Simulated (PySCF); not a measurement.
Computed NMR parameters against published values

Molfile (atoms numbered from 1):
```
C5H8O
     RDKit          3D

 14 14  0  0  0  0  0  0  0  0999 V2000
    0.3354    2.3194    1.1923 O   0  0  0  0  0  0  0  0  0  0  0  0
    0.1793    1.2567    0.6556 C   0  0  0  0  0  0  0  0  0  0  0  0
   -1.1554    0.5773    0.3967 C   0  0  0  0  0  0  0  0  0  0  0  0
   -0.8341   -0.5709   -0.5524 C   0  0  0  0  0  0  0  0  0  0  0  0
    0.5993   -0.9682   -0.1793 C   0  0  0  0  0  0  0  0  0  0  0  0
    1.2828    0.3611    0.1175 C   0  0  0  0  0  0  0  0  0  0  0  0
   -1.5150    0.2046    1.3632 H   0  0  0  0  0  0  0  0  0  0  0  0
   -1.8921    1.2963    0.0375 H   0  0  0  0  0  0  0  0  0  0  0  0
   -1.5355   -1.4027   -0.4760 H   0  0  0  0  0  0  0  0  0  0  0  0
   -0.8605   -0.2165   -1.5876 H   0  0  0  0  0  0  0  0  0  0  0  0
    0.5865   -1.5891    0.7220 H   0  0  0  0  0  0  0  0  0  0  0  0
    1.0945   -1.5433   -0.9624 H   0  0  0  0  0  0  0  0  0  0  0  0
    1.6510    0.8311   -0.8024 H   0  0  0  0  0  0  0  0  0  0  0  0
    2.1219    0.3182    0.8126 H   0  0  0  0  0  0  0  0  0  0  0  0
  1  2  2  0
  2  3  1  0
  3  4  1  0
  4  5  1  0
  5  6  1  0
  6  2  1  0
  3  7  1  0
  3  8  1  0
  4  9  1  0
  4 10  1  0
  5 11  1  0
  5 12  1  0
  6 13  1  0
  6 14  1  0
M  END
```

- spin–spin couplings from B3LYP/pcJ-2 (without the spin–dipole term)
- geometry: PBE0-D3(BJ)/def2-TZVP
- NMR shieldings at PBE0/pcSseg-2/GIAO
- code: PySCF 2.14.0 with density-fitted response routines
- isolated molecule, one conformer, rapidly exchanging positions averaged, no relativistic terms

Coupling constants in Hz:
```tsv
coupling	reference	computed	source
¹J(C2,C3)	37.2	36.7	measured; liquid or solution; F. J. Weigert, PhD thesis, Caltech 1968 (Carbon-13 magnetic resonance spectroscopy)
¹J(C3,C4)	34.4	34.6	measured; liquid or solution; F. J. Weigert, PhD thesis, Caltech 1968 (Carbon-13 magnetic resonance spectroscopy)
```
